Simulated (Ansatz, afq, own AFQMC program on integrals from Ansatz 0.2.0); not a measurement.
## GaLi, singlet in cc-pVTZ, levels against full CI

```xyz
2

Ga    0.0000    0.0000    0.0000
Li    0.0000    0.0000    2.8760
```

Basis cc-pVTZ. Noble-gas cores (and the filled d shells of Ga–Kr and In–Xe) are frozen. Ansatz 0.2.0 and our own AFQMC program on the same integrals; the CISD trial comes from CCSD amplitudes, and released means the phaseless constraint is let go. Free projection: walkers drawn from exp(T), propagated without any constraint. Its projection time is finite, and what remains of the start isn't in its error. Error bars are statistical, one sigma. No spin–orbit coupling.

Determinant: RHF, the one that the program's search chose, which needn't be the lowest solution. The geometry is a PBE0/def2-TZVP stationary point of this or a neighbouring charge and spin state.

Full CI on the same integrals is exact in this basis and with this determinant's frozen core.

Cautions: no relativity below Rb; no spin-orbit coupling; inner d shell frozen; higher spins were not checked; restricted determinant unstable towards unrestricted (UHF 289 meV lower, ⟨S²⟩ 0.83).

```
T1 diagnostic                               : 0.0160
weight of the determinant in the CISD state : 0.872
size of the correlated space                : 4 electrons in 58 orbitals
```

Reference: full CI, correlation energy -2.224 eV. The released energy is read at 2.40 1/Eh (meV from the phaseless value at times in 1/Eh: 6 ± 9 at 0.24, 1 ± 8 at 0.51, 0 ± 10 at 0.99, 2 ± 9 at 1.62, -5 ± 9 at 2.40).

```tsv
level	E − E(reference) (kJ/mol)	share of correlation (%)
HF	214.5	0.00
MP2	61.5	71.33
CCSD	9.0	95.82
CCSD(T)	2.3	98.93
CCSDT	0.8	99.63
CCSDT(Q)	0.2	99.91
ph-AFQMC/HF	0.2 ± 4.2	99.89
ph-AFQMC/CISD	0.1 ± 0.5	99.94
released AFQMC	-0.3 ± 0.9	100.14
free AFQMC	-0.3 ± 0.6	100.13
```

CCSDT and higher add their correlation energy to the determinant of the CCSD(T) run, since their own runs factorise the integrals more tightly (a shift of under 2 meV). Free projections are given only where their last times agree within the noise and don't stop above the reference; a slow remainder of the start can still hide under it. A walk keeps the symmetry of its determinant, which the program's search chose and which needn't be the lowest solution, so a lower state of the same spin and another symmetry isn't excluded. Released energies are given only where the last usable release times agree within the noise; a slower fall can still hide under it.
